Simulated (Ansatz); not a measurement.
Single points on P₃.

```yaml
crystal:
  periodic: [false, false, false]
  atoms:
    - {symbol: P, position_ang: [0.343286, 1.065532, 0.329674]}
    - {symbol: P, position_ang: [-1.221253, -0.329444, 0.270944]}
    - {symbol: P, position_ang: [0.877967, -0.736098, -0.600618]}
basis:
  gaussian: {orbitals: def2-TZVP, initial_orbitals: start.molden}
magnetization: {spin_polarized: true, initial_magnetization: 3}
hamiltonian: {xc: {text: "exchange = 0.65*pbe_x + 0.35*exact_x\ncorrelation = pbe_c"}}
scf: {omitted_lower_state_checks: [starts]}
output: {orbitals: {seedname: orbitals}}
```

The file start.molden holds the orbitals of an earlier run on this structure, at another level or in another basis.

```sh
$ ansatz run in.yaml --threads 4 --pin off --events-out ev --progress --plain --max-ram 3916MiB
```

Output, abridged:

```
Functional definition: unnamed
900 factors; their error is unknown
mean field evaluation 1: about -27854.6492 eV, gradient 3.2e0 eV
mean field evaluation 2: about -27854.6609 eV, gradient 2.0e-2 eV
mean field evaluation 4: about -27854.7044 eV, gradient 3.1e-5 eV
mean field evaluation 8: about -27854.7044 eV, gradient 2.9e-5 eV
mean field -27854.70440197 eV, -1023.6415061756 hartree, gradient 2.9e-5 eV, S^2 3.775806; 0 other end points of the search recorded, 0 dependent functions left out
reference -27854.70442135 eV, -1023.6415068878 hartree; 24, 21 occupied and 87, 90 virtual orbitals, 900 factors
Total energy: -27854.70442135 eV, -1023.6415068878 hartree
Checks for a lower state left out: starts
```

Hardware: 4 threads of Intel Xeon on a shared host. Wall time 4.4 s.

The first input with `hamiltonian: {xc: {text: "exchange = 0.85*pbe_x + 0.15*exact_x\ncorrelation = pbe_c"}}` (abridged; 4 s):

```
Functional definition: unnamed
mean field -27852.95579501 eV, -1023.5772460552 hartree, gradient 1.8e-5 eV, S^2 3.766043
Total energy: -27852.95582033 eV, -1023.5772469857 hartree
Checks for a lower state left out: starts
```

As the first input, with `hamiltonian: {xc: pbe}`, `correlation: {method: rpa}` and without the key `output` (abridged; 3.1 s):

```
Functional definition: PBE
mean field -27851.70786123 eV, -1023.5313853344 hartree, gradient 3.2e-6 eV, S^2 3.760260
15 core orbitals not correlated: weight in the atoms' cores, before any rotation towards them, 1.000 or more for the frozen orbitals, at most 0.000 for the correlated occupied ones
Total energy: -27831.48077183 eV, -1022.7880535097 hartree
Checks for a lower state left out: starts
```

As the first input, with `correlation: {method: mp2}` and without the key `hamiltonian` (abridged; 3.1 s):

```
Functional definition: HF
mean field -27814.63333790 eV, -1022.1689217322 hartree, gradient 3.1e-6 eV, S^2 3.836344
15 core orbitals not correlated: weight in the atoms' cores, before any rotation towards them, 1.000 or more for the frozen orbitals, at most 0.000 for the correlated occupied ones
second order -10.12975718 eV of doubles, -0.00000000 eV of singles
Total energy: -27824.76309508 eV, -1022.5411834422 hartree
Checks for a lower state left out: starts
```

First input, but with `hamiltonian: {xc: {name: r2SCAN0}, dispersion: d4}` (abridged; 7 s):

```
Functional definition: r2SCAN0
mean field -27861.81828050 eV, -1023.9029363897 hartree, gradient 1.9e-5 eV, S^2 3.782941
Total energy: -27861.85124630 eV, -1023.9041478603 hartree
Checks for a lower state left out: starts
```

As the first input, with `hamiltonian: {xc: {text: "exchange = 0.50*pbe_x + 0.50*exact_x\ncorrelation = pbe_c"}}` (abridged; 6.5 s):

```
Functional definition: unnamed
mean field -27856.07692350 eV, -1023.6919454116 hartree, gradient 2.1e-5 eV, S^2 3.784444
Total energy: -27856.07693842 eV, -1023.6919459598 hartree
Checks for a lower state left out: starts
```

First input, but with `hamiltonian: {xc: pbe0, dispersion: d4}` and without the key `scf` (abridged; 6 s):

```
Functional definition: PBE0
mean field evaluation 16: about -27853.8183 eV, gradient 2.8e-3 eV
mean field evaluation 32: about -27853.3221 eV, gradient 4.0e0 eV
mean field -27853.81829646 eV, -1023.6089423988 hartree, gradient 3.6e-6 eV, S^2 3.770654; 5 other end points of the search recorded, 0 dependent functions left out
Total energy: -27853.93216956 eV, -1023.6131271580 hartree
```

Geometry: PBE0-D4/def2-TZVP.

Correlated methods freeze 15 core orbitals. At PBE0-D4/def2-TZVP a doublet of charge 0 lies 2.06 eV below the quartet, each at its own geometry. The structure comes from a short search, and lower isomers may exist.
